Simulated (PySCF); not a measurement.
# C5H6N radical: open-shell or spin-flip excitations

Aim: compute the open-shell or spin-flip excitations of C5H6N radical (`[CH2]C#C/C=N/C`).

Computed with PySCF 2.14.0 and routines of our own; the level stands in each step. Atoms count from 0.

### Step 1. The starting structure

12 atoms, charge 0, multiplicity 2; geometry from: GFN2-xTB.

### Step 2. Open-shell or spin-flip excitations: unrestricted TDDFT M06-2X/def2-SVPD

Job settings and geometry (Å):

```
{"job": {"kind": "uabs", "xc": "M06-2X", "basis": "def2-SVPD", "nstates": 10, "tda": false}, "charge": 0, "multiplicity": 2}
C     -3.444478     0.181624     0.070613
C     -2.124061     0.031291    -0.051154
C     -0.901375    -0.102439    -0.157755
C      0.460416    -0.278470    -0.307395
N      1.309069     0.330258     0.433336
C      2.695908     0.109194     0.233162
H     -3.856234     0.837504     0.818004
H     -4.127321    -0.346591    -0.572649
H      0.770665    -0.976104    -1.105001
H      3.123072    -0.260947     1.168447
H      2.925349    -0.597182    -0.579556
H      3.170188     1.071175     0.023920
```

Method: unrestricted TDDFT M06-2X/def2-SVPD, vertical, gas phase, core orbitals frozen in the response.

Launch:

```console
OMP_NUM_THREADS=1 python excited_run.py task.json out
```

The driver reads the jobs from task.json and runs them one after another.

Standard output:

```text
coarse grid: 45856 points
cycle   1  E = -248.4310144349  dE =  1.060e+00  |g| = 2.112e-01  |ddm| = 9.187e+00
cycle   2  E = -248.4401578640  dE = -9.143e-03  |g| = 2.214e-01  |ddm| = 1.298e+00
cycle   3  E = -248.4615062315  dE = -2.135e-02  |g| = 5.255e-02  |ddm| = 9.404e-01
cycle   4  E = -248.4631751201  dE = -1.669e-03  |g| = 2.420e-02  |ddm| = 1.915e-01
cycle   5  E = -248.4636374491  dE = -4.623e-04  |g| = 8.662e-03  |ddm| = 1.093e-01
cycle   6  E = -248.4637949099  dE = -1.575e-04  |g| = 4.668e-03  |ddm| = 6.408e-02
cycle   7  E = -248.4638454177  dE = -5.051e-05  |g| = 2.132e-03  |ddm| = 4.875e-02
cycle   8  E = -248.4638532198  dE = -7.802e-06  |g| = 1.353e-03  |ddm| = 1.922e-02
final grid: 99264 points
cycle   9  E = -248.4636870916  dE = -3.102e-06  |g| = 2.029e-03  |ddm| = 6.090e-02
cycle  10  E = -248.4636843179  dE =  2.774e-06  |g| = 3.243e-03  |ddm| = 1.188e-02
cycle  11  E = -248.4636897949  dE = -5.477e-06  |g| = 2.492e-04  |ddm| = 4.815e-03
cycle  12  E = -248.4636899416  dE = -1.468e-07  |g| = 1.872e-04  |ddm| = 1.907e-03
cycle  13  E = -248.4636900306  dE = -8.896e-08  |g| = 7.968e-05  |ddm| = 2.355e-03
cycle  14  E = -248.4636900443  dE = -1.371e-08  |g| = 5.016e-05  |ddm| = 7.722e-04
cycle  15  E = -248.4636900489  dE = -4.536e-09  |g| = 1.430e-05  |ddm| = 5.214e-04
cycle  16  E = -248.4636900494  dE = -5.381e-10  |g| = 8.598e-06  |ddm| = 9.881e-05
converged SCF energy = -248.4636900494

Static polarisability (au): isotropic 83.623, principal 44.295 54.458 152.115

<S^2> of the reference = 0.7944 (exact 0.7500)

Excitations
state   eV       nm        f      <S^2>   main configurations
  1   2.5458    487.0   0.00039   1.182   Hb->Lb 0.80, Hb->L+1b 0.16
  2   2.6879    461.3   0.00000   0.820   H-1b->Lb 0.96
  3   3.0796    402.6   0.00868   0.872   H-2b->Lb 0.61, Ha->La 0.33
  4   4.5221    274.2   0.34862   1.015   Ha->La 0.43, H-3b->Lb 0.20, H-2b->Lb 0.19
  5   4.6753    265.2   0.00004   0.828   Ha->L+3a 0.57, Ha->L+2a 0.18, Ha->L+1a 0.13
  6   4.9177    252.1   0.00012   1.817   H-1a->La 0.86
  7   5.1729    239.7   0.27892   1.333   H-3b->Lb 0.36, Ha->La 0.18, H-2b->Lb 0.11, H-2b->L+1b 0.11
  8   5.5715    222.5   0.00145   2.762   H-1b->L+4b 0.26, H-2a->L+3a 0.22
  9   5.6555    219.2   0.00078   0.903   Ha->L+1a 0.66, Ha->L+2a 0.19
 10   5.6621    219.0   0.00016   1.805   H-2a->La 0.80
```

Run time: 80 s. Hardware: 1 thread of Intel Xeon 6975P-C, shared host; peak memory 0.7 GiB.

From this job:

| quantity | value |
| --- | --- |
| ⟨S²⟩ | 0.794 |

Löwdin spin populations:

```
atom  value (e)
  C0       0.42
  C1      -0.02
  C2       0.31
  C3      -0.03
  N4       0.23
  C5       0.01
  H6       0.02
  H7       0.02
  H8       0.00
  H9       0.01
 H10       0.00
 H11       0.01
```

With diffuse functions Löwdin's scheme smears the spin, so small populations can have the wrong sign.

### Step 3. Open-shell or spin-flip excitations: unrestricted TDA wB97X/6-31+G* in cyclohexane

Settings changed since step 2:

```diff
@@ -1,2 +1,2 @@
-{"job": {"kind": "uabs", "xc": "M06-2X", "basis": "def2-SVPD", "nstates": 10, "tda": false}, "charge": 0, "multiplicity": 2}
+{"job": {"kind": "uabs", "xc": "wB97X", "basis": "6-31+G*", "nstates": 2, "tda": true, "solvent": "cyclohexane", "scf": {"conv": 1e-11, "fallback": true}}, "charge": 0, "multiplicity": 2}
 C     -3.444478     0.181624     0.070613
```

With the program's defaults for keys left out, this is: unrestricted TDA wB97X/6-31+G*, vertical, IEF-PCM cyclohexane (non-equilibrium linear response), core orbitals frozen in the response.

Standard output:

```text
final grid: 99264 points
cycle   1  E = -248.6496382125  dE =  1.096e+00  |g| = 2.352e-01  |ddm| = 6.416e+02
cycle   2  E = -248.6704978469  dE = -2.086e-02  |g| = 2.154e-01  |ddm| = 6.186e+00
cycle   3  E = -248.6901510237  dE = -1.965e-02  |g| = 4.242e-02  |ddm| = 6.869e-01
cycle   4  E = -248.6922808678  dE = -2.130e-03  |g| = 2.256e-02  |ddm| = 6.020e-01
cycle   5  E = -248.6929295219  dE = -6.487e-04  |g| = 1.123e-02  |ddm| = 1.036e-01
cycle   6  E = -248.6932807416  dE = -3.512e-04  |g| = 5.617e-03  |ddm| = 7.473e-02
cycle   7  E = -248.6933729408  dE = -9.220e-05  |g| = 3.165e-03  |ddm| = 4.279e-02
cycle   8  E = -248.6933940453  dE = -2.110e-05  |g| = 1.659e-03  |ddm| = 2.318e-02
cycle   9  E = -248.6934036282  dE = -9.583e-06  |g| = 8.758e-04  |ddm| = 1.648e-02
cycle  10  E = -248.6934066592  dE = -3.031e-06  |g| = 4.175e-04  |ddm| = 1.249e-02
cycle  11  E = -248.6934073764  dE = -7.171e-07  |g| = 1.970e-04  |ddm| = 6.216e-03
cycle  12  E = -248.6934075502  dE = -1.739e-07  |g| = 1.296e-04  |ddm| = 2.540e-03
cycle  13  E = -248.6934076081  dE = -5.786e-08  |g| = 8.156e-05  |ddm| = 1.280e-03
cycle  14  E = -248.6934076329  dE = -2.477e-08  |g| = 4.063e-05  |ddm| = 9.402e-04
cycle  15  E = -248.6934076410  dE = -8.169e-09  |g| = 2.536e-05  |ddm| = 5.788e-04
cycle  16  E = -248.6934076430  dE = -2.010e-09  |g| = 1.100e-05  |ddm| = 3.310e-04
cycle  17  E = -248.6934076433  dE = -2.528e-10  |g| = 8.097e-06  |ddm| = 9.721e-05
cycle  18  E = -248.6934076434  dE = -1.517e-10  |g| = 4.546e-06  |ddm| = 7.984e-05
cycle  19  E = -248.6934076435  dE = -8.254e-11  |g| = 2.273e-06  |ddm| = 6.106e-05
cycle  20  E = -248.6934076435  dE = -1.643e-11  |g| = 1.134e-06  |ddm| = 3.837e-05
cycle  21  E = -248.6934076435  dE = -3.297e-12  |g| = 5.968e-07  |ddm| = 2.373e-05
converged SCF energy = -248.6934076435

Static polarisability (au): isotropic 86.978, principal 41.449 55.381 164.105

<S^2> of the reference = 0.8266 (exact 0.7500)

Excitations
state   eV       nm        f      <S^2>   main configurations
  1   3.0706    403.8   0.00041   0.935   H-1b->Lb 0.59, Hb->Lb 0.33
  2   3.1394    394.9   0.00136   1.213   Hb->Lb 0.43, H-1b->Lb 0.36, Hb->L+1b 0.14
```

It took 23 s on 1 thread of Intel Xeon 6975P-C, shared host; peak memory 0.66 GiB.

Key values:

| quantity | value |
| --- | --- |
| ⟨S²⟩ | 0.827 |

### Step 4. Outcome

| quantity | value |
| --- | --- |
| lowest and brightest state of nearly pure spin, of 10 (step 2, unrestricted TDDFT M06-2X/def2-SVPD) | 2.69 eV; 3.08 eV, f = 0.009 |
| lowest and brightest state of nearly pure spin, of 2 (step 3, unrestricted TDA wB97X/6-31+G* in cyclohexane) | 3.07 eV; 3.07 eV, f = 0.000 |

In words: States whose ⟨S²⟩ lies well above the reference's are mixtures of spin states, an artefact of the unrestricted response, and are left out of the summary. The lowest state of nearly pure spin runs from 2.69 to 3.07 eV over the runs.
